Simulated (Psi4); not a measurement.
# C2H5B+ (SMILES B[CH+][CH2]): levels of theory compared

We compute a comparison of 3 runs (UHF/3-21G, UHF/def2-SVP, UB3LYP/6-31G*) of C2H5B+. 

The calculation is run with Psi4 1.11.

2 further runs of the same task are left out: 1 that didn't finish, 1 set aside as unsound or not needed.

### 1 The system as given

The species is C2H5B+ (8 atoms), meant as a doublet with charge +1. As SMILES, `B[CH+][CH2]`. The coordinates come from a GFN2-xTB relaxation. This is one conformer, not always the lowest.

Bond lengths: B1–C2 1.512 Å, C2–C3 1.337 Å, B1–H4 1.176 Å, B1–H5 1.167 Å, C2–H6 1.102 Å, C3–H7 1.085 Å, C3–H8 1.087 Å. Angles: B1–C2–C3 135.1°, B1–C2–H6 106.7°, C3–C2–H6 118.1°, C2–B1–H4 115.3°, C2–B1–H5 127.0°, C2–C3–H7 122.9°, C2–C3–H8 122.6°, H4–B1–H5 117.6°, H7–C3–H8 114.4°.

### 2 Energy and gradient at UHF/3-21G (run 1)

The input, job.in:

```
memory 1600 MB

molecule {
  1 2
  B
  C 1 1.511889
  C 2 1.336848 1 135.13438
  H 1 1.175855 2 115.25908 3 81.48819
  H 1 1.167127 4 117.63026 2 -176.72506
  H 2 1.102311 3 118.0612 1 -175.03436
  H 3 1.084986 2 122.93386 6 158.42111
  H 3 1.08695 7 114.42144 2 -178.49236
  symmetry c1
  no_reorient
  no_com
}

set reference uhf
set puream true
set e_convergence 1e-09
set d_convergence 1e-08
set scf_type pk
set maxiter 200

E, wfn = gradient("hf/3-21G", return_wfn=True)
oeprop(wfn, "WIBERG_LOWDIN_INDICES", "DIPOLE", "MULLIKEN_CHARGES")
```

Launch:

```console
psi4 job.in job.out -n 1
```

job.out:

```text
[...]
  Running in c1 symmetry.
[...]
  Nuclear repulsion =   57.848900115629270
[...]
  Multiplicity = 2
[...]
  Nalpha       = 11
  Nbeta        = 10
[...]
    Number of basis functions: 37
[...]
   @UHF iter   1:  -102.32111602360776   -6.01110e-01   5.27224e-03 ADIIS/DIIS
[...]
   @UHF iter  17:  -102.38194887002383   -7.10543e-13   5.49102e-09 DIIS
[...]
   @S^2 Observed:                7.631287530E-01
[...]
    Orbital Energies [Eh]
    ---------------------
    Alpha Occupied:
       1A    -11.502739     2A    -11.498657     3A     -7.799720
       4A     -1.377114     5A     -1.113738     6A     -0.958406
       7A     -0.923394     8A     -0.840883     9A     -0.770984
      10A     -0.749947    11A     -0.661595
    Alpha Virtual:
      12A     -0.164194    13A     -0.116037    14A      0.045849
      15A      0.076555    16A      0.108127    17A      0.147042
      18A      0.187389    19A      0.241182    20A      0.276573
      21A      0.384633    22A      0.494187    23A      0.506410
      24A      0.580950    25A      0.658026    26A      0.705794
[...]
  @UHF Final Energy:  -102.38194887002383
   => Energetics <=
    Nuclear Repulsion Energy =             57.8489001156292701
    One-Electron Energy =                -244.9602138990739491
    Two-Electron Energy =                  84.7293649134208380
    Total Energy =                       -102.3819488700238338
  UHF NO Occupations:
  HONO-2 :    9  A 1.9993298
  HONO-1 :   10  A 1.9951741
[...]
  -Total Gradient:
     Atom            X                  Y                   Z
    ------   -----------------  -----------------  -----------------
       1        0.008422612797     0.012243050280     0.025758211365
       2       -0.015281850337    -0.059599095990     0.015349616557
       3        0.000094498528     0.051944743836    -0.044438512069
       4        0.008435304710    -0.001333180237     0.001118987465
       5       -0.009721919803    -0.000885440997    -0.003063573212
       6        0.006239381670     0.006775785834    -0.004151135079
       7       -0.000757327415    -0.006533535839     0.001811037101
       8        0.002569299851    -0.002612326887     0.007615367873
[...]
 Multipole Moments:
 ------------------------------------------------------------------------------------
     Multipole            Electronic (a.u.)      Nuclear  (a.u.)        Total (a.u.)
 ------------------------------------------------------------------------------------
 L = 1.  Multiply by 2.5417464519 to convert [e a0] to [Debye]
 Dipole X            :          0.0682746           -0.0263169            0.0419577
 Dipole Y            :          0.2607222           -0.3196912           -0.0589690
 Dipole Z            :         -0.2580701            0.9306202            0.6725501
 Magnitude           :                                                    0.6764328
[...]
  Mulliken Charges: (a.u.)
   Center  Symbol    Alpha    Beta     Spin     Total
       1     B     2.23402  2.32080 -0.08679  0.44518
       2     C     3.41372  3.01348  0.40024 -0.42720
       3     C     3.47413  2.82133  0.65281 -0.29546
       4     H     0.49796  0.41357  0.08439  0.08847
       5     H     0.46457  0.44110  0.02347  0.09434
       6     H     0.31375  0.31513 -0.00139  0.37112
       7     H     0.30316  0.33860 -0.03544  0.35824
       8     H     0.29870  0.33599 -0.03729  0.36531
   Total alpha = 11.00000, Total beta = 10.00000, Total charge =  1.00000
[...]
```

It took 1.6 s on 1 thread of Intel Xeon Platinum 8488C (Sapphire Rapids), shared host; peak memory 0.18 GiB.

### 3 Energy and gradient at UHF/def2-SVP (run 2)

The input, c2h5b.dat:

```
memory 1600 MB

molecule {
  1 2
  B
  C 1 1.511889
  C 2 1.336848 1 135.13438
  H 1 1.175855 2 115.25908 3 81.48819
  H 1 1.167127 4 117.63026 2 -176.72506
  H 2 1.102311 3 118.0612 1 -175.03436
  H 3 1.084986 2 122.93386 6 158.42111
  H 3 1.08695 7 114.42144 2 -178.49236
  symmetry c1
  no_reorient
  no_com
}

set {
  basis         def2-SVP
  reference     uhf
  puream        true
  e_convergence 1e-09
  d_convergence 1e-08
  scf_type      pk
  maxiter       200
}

E, wfn = gradient('scf', return_wfn=True)
oeprop(wfn, 'MULLIKEN_CHARGES', 'QUADRUPOLE', 'WIBERG_LOWDIN_INDICES')
```

Launch:

```console
psi4 -i c2h5b.dat -o c2h5b.out -n 1
```

c2h5b.out:

```text
[...]
  Running in c1 symmetry.
[...]
  Nuclear repulsion =   57.848900115629270
[...]
  Multiplicity = 2
[...]
  Nalpha       = 11
  Nbeta        = 10
[...]
    Number of basis functions: 67
[...]
   @UHF iter   1:  -102.79995704150221   -5.21093e-01   3.42521e-03 ADIIS/DIIS
[...]
   @UHF iter  17:  -102.88558762304679   -1.76215e-12   5.81567e-09 DIIS
[...]
   @S^2 Observed:                7.654052700E-01
[...]
  @UHF Final Energy:  -102.88558762304679
   => Energetics <=
    Nuclear Repulsion Energy =             57.8489001156292701
    One-Electron Energy =                -245.7548525235536943
    Two-Electron Energy =                  85.0203647848776285
    Total Energy =                       -102.8855876230467885
  UHF NO Occupations:
  HONO-2 :    9  A 1.9991293
  HONO-1 :   10  A 1.9945961
[...]
  -Total Gradient:
     Atom            X                  Y                   Z
    ------   -----------------  -----------------  -----------------
       1        0.009591980173     0.011215592812     0.028066309178
       2       -0.014485326068    -0.057594144631     0.015947470776
       3        0.000431870916     0.049059249876    -0.044813578933
       4        0.012909961425    -0.000700353365     0.002063972299
       5       -0.014956953778    -0.002037654012    -0.000632892147
       6        0.005073534590     0.003712725651    -0.005039499349
       7        0.001391848871     0.000444969137     0.003469647436
       8        0.000043083870    -0.004100385466     0.000938570739
[...]
 Multipole Moments:
 ------------------------------------------------------------------------------------
     Multipole            Electronic (a.u.)      Nuclear  (a.u.)        Total (a.u.)
 ------------------------------------------------------------------------------------
 L = 1.  Multiply by 2.5417464519 to convert [e a0] to [Debye]
 Dipole X            :          0.0655999           -0.0263169            0.0392831
 Dipole Y            :          0.2482207           -0.3196912           -0.0714705
 Dipole Z            :         -0.2572244            0.9306202            0.6733958
 Magnitude           :                                                    0.6783163
 L = 2.  Multiply by 1.3450342976 to convert [e a0^2] to [Debye ang]
 Quadrupole XX       :        -21.3743873            8.1977029          -13.1766844
 Quadrupole XY       :         -2.8605553            3.1124424            0.2518871
[...]
  Mulliken Charges: (a.u.)
   Center  Symbol    Alpha    Beta     Spin     Total
       1     B     2.33425  2.40533 -0.07108  0.26042
       2     C     3.20851  2.79457  0.41394 -0.00308
       3     C     3.26201  2.63187  0.63014  0.10612
       4     H     0.51748  0.44775  0.06973  0.03477
       5     H     0.48432  0.46677  0.01755  0.04891
       6     H     0.40499  0.40512 -0.00013  0.18988
       7     H     0.39644  0.42527 -0.02883  0.17830
       8     H     0.39201  0.42332 -0.03131  0.18468
   Total alpha = 11.00000, Total beta = 10.00000, Total charge =  1.00000
[...]
```

Wall time 2.8 s (1 thread of Intel Xeon Platinum 8488C (Sapphire Rapids), shared host); peak memory 0.22 GiB.

### 4 Energy and forces at UB3LYP/6-31G(d) (spherical functions) (run 3)

The input, input.in:

```
memory 1600 mb

molecule {
  1 2
  B
  C 1 r2
  C 2 r3 1 a3
  H 1 r4 2 a4 3 d4
  H 1 r5 4 a5 2 d5
  H 2 r6 3 a6 1 d6
  H 3 r7 2 a7 6 d7
  H 3 r8 7 a8 2 d8

  r2 = 1.511889
  r3 = 1.336848
  a3 = 135.13438
  r4 = 1.175855
  a4 = 115.25908
  d4 = 81.48819
  r5 = 1.167127
  a5 = 117.63026
  d5 = -176.72506
  r6 = 1.102311
  a6 = 118.0612
  d6 = -175.03436
  r7 = 1.084986
  a7 = 122.93386
  d7 = 158.42111
  r8 = 1.08695
  a8 = 114.42144
  d8 = -178.49236
  symmetry c1
}

set globals {
  basis                6-31G*
  reference            uks
  puream               true
  e_convergence        1e-09
  d_convergence        1e-08
  scf_type             pk
  dft_radial_points    99
  dft_spherical_points 590
  maxiter              200
}

E, wfn = gradient("b3lyp", return_wfn=True)
oeprop(wfn, "LOWDIN_CHARGES", "DIPOLE", "MULLIKEN_CHARGES", title="B3LYP")
print_variables()
```

Launch:

```console
psi4 -i input.in -o input.out -n 1
```

input.out:

```text
[...]
  Running in c1 symmetry.
[...]
  Nuclear repulsion =   57.848900115629270
[...]
  Multiplicity = 2
[...]
  Nalpha       = 11
  Nbeta        = 10
[...]
    Number of basis functions: 52
[...]
   @UKS iter   1:  -103.59006626614094   -2.55659e-01   6.75270e-03 ADIIS/DIIS
[...]
   @UKS iter  13:  -103.66402138431967   -2.54374e-12   5.91580e-09 DIIS
[...]
   @S^2 Observed:                7.551809843E-01
[...]
    Orbital Energies [Eh]
    ---------------------
    Alpha Occupied:
       1A    -10.493873     2A    -10.485493     3A     -7.002005
       4A     -1.071277     5A     -0.880198     6A     -0.761843
       7A     -0.734032     8A     -0.676696     9A     -0.626281
      10A     -0.603736    11A     -0.537388
    Alpha Virtual:
      12A     -0.303411    13A     -0.273889    14A     -0.109024
      15A     -0.083547    16A     -0.045242    17A     -0.021834
      18A      0.010942    19A      0.054932    20A      0.085707
      21A      0.181826    22A      0.229776    23A      0.244943
      24A      0.264040    25A      0.274373    26A      0.319609
[...]
  @UKS Final Energy:  -103.66402138431967
   => Energetics <=
    Nuclear Repulsion Energy =             57.8489001156292701
    One-Electron Energy =                -246.3542968548103431
    Two-Electron Energy =                  98.1532988999935156
    DFT Exchange-Correlation Energy =     -13.3119235451321174
    Empirical Dispersion Energy =           0.0000000000000000
    VV10 Nonlocal Energy =                  0.0000000000000000
    Total Energy =                       -103.6640213843196676
[...]
  -Total Gradient:
     Atom            X                  Y                   Z
    ------   -----------------  -----------------  -----------------
       1       -0.003679806439     0.007577401721    -0.001465985995
       2       -0.006337140410    -0.040927897775     0.029256060957
       3       -0.000138252804     0.037197229438    -0.033413452510
       4        0.016054696903     0.000160706235     0.005202304553
       5       -0.011329620730    -0.002041666876     0.004864496979
       6        0.004643212266    -0.002729702293    -0.004350737204
       7        0.003920085836     0.003499233935     0.002198227166
       8       -0.003133384577    -0.002735005031    -0.002291014635
[...]
 Multipole Moments:
 ------------------------------------------------------------------------------------
     Multipole            Electronic (a.u.)      Nuclear  (a.u.)        Total (a.u.)
 ------------------------------------------------------------------------------------
 L = 1.  Multiply by 2.5417464519 to convert [e a0] to [Debye]
 Dipole X            :          0.0173635           -0.0263169           -0.0089534
 Dipole Y            :          0.2969163           -0.3196912           -0.0227749
 Dipole Z            :         -0.5856620            0.9306202            0.3449582
 Magnitude           :                                                    0.3458251
[...]
  Mulliken Charges: (a.u.)
   Center  Symbol    Alpha    Beta     Spin     Total
       1     B     2.45200  2.43965  0.01236  0.10835
       2     C     3.19837  2.87767  0.32071 -0.07604
       3     C     3.35571  2.84524  0.51047 -0.20094
       4     H     0.48099  0.37124  0.10975  0.14777
       5     H     0.44486  0.41119  0.03367  0.14396
       6     H     0.36405  0.34194  0.02211  0.29401
       7     H     0.35332  0.35710 -0.00378  0.28958
       8     H     0.35070  0.35598 -0.00528  0.29332
   Total alpha = 11.00000, Total beta = 10.00000, Total charge =  1.00000
[...]
```

Wall time 20 s (1 thread of Intel Xeon Platinum 8488C (Sapphire Rapids), shared host); peak memory 0.88 GiB.

### 5 The series

```tsv
run	level	integration grid	energy (Eh)	HOMO energy (eV)	LUMO energy (eV)	⟨S²⟩	wall time
1	UHF/3-21G	–	-102.381949	-18.00	-7.14	0.763	1.6 s
2	UHF/def2-SVP	–	-102.885588	-18.07	-6.99	0.765	2.8 s
3	UB3LYP/6-31G* (spherical functions)	99 radial × 590 angular	-103.664021	-14.62	-11.77	0.755	20 s
```

### 6 Outcome

```
                                 quantity          value
                      run 3: total energy  -103.66402 Eh
run 3: HOMO energy (highest over α and β)      -14.62 eV
 run 3: LUMO energy (lowest over α and β)      -11.77 eV
                              run 3: ⟨S²⟩          0.755
          run 3: largest force on an atom     2.607 eV/Å
```

All runs together took 24 s, the longest 20 s.
